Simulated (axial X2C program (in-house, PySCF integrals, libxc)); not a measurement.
## Ionising S₂

Computed with an axial X2C code built on PySCF integrals, spin-free (one-electron X2C) or two-component (2c: spin–orbit coupling with atomic mean-field Coulomb and Gaunt terms, which also bring small scalar terms), in Dyall basis sets with cores contracted in-house; open shells are unrestricted.

Basis sets: S dyall-av3z.

```csv
Hamiltonian,level,S₂ state,Re (Å),ωe (cm⁻¹),De (eV)
spin-free,PBE0,"M_S = 1, Λ = 0",1.896,745.8,4.51
2c,PBE0,Ω = 1,1.896,745.5,4.50
```

Adiabatic ionisation energy (minimum to minimum, no zero-point term) and constants of S₂⁺:

```tsv
Hamiltonian	level	S₂⁺ state	IE (eV)	Re (Å)	ωe (cm⁻¹)	De (eV)	fragments
spin-free	PBE0	M_S = 1/2, Λ = 1	9.62	1.821	858.2	5.27	S+ + S
2c	PBE0	Ω = 1/2	9.59	1.821	857.9	5.30	S+ + S
```

Question: Add the zero-point terms to the ionisation energy at PBE0, 2c, and say whether the electron removed was bonding.

Answer: IE0 = IE + (ωe⁺ − ωe)/2 = 9.59 + (0.007) = 9.60 eV. Re changes by -0.075 Å, but the two determinants differ by more than one electron in one block, so no single orbital tells the change.

Question: Close the cycle De(S₂⁺) + IE(S₂) = De(S₂) + IE(S) to find the atomic ionisation energy at PBE0, 2c.

Answer: IE(S) = 5.30 + 9.59 − 4.50 = 10.39 eV, for the determinants used.

Each entry is the lowest single determinant of a limited PBE0 search at one distance. De goes to single-determinant-based atoms at the same level (for ions the charge split of lowest energy) and is withheld (n/a) where an atom does not fit its ground term or J level. Main or longest-lived isotopes. One determinant is a doubtful description, or other states lie close, for S₂; these need not be ground states, and all values refer to the states named. Some open-shell Ω = 0 determinants are out of reach, so the Ω given for S₂ need not be the lowest component. With several unpaired electrons the Ω given is that of one determinant, not necessarily of the lowest component. Some light 2c atoms are not at their ground J level, so De misses part of their lowering (0.04 eV or less). The functionals have no current term, which raises determinants with orbital currents.
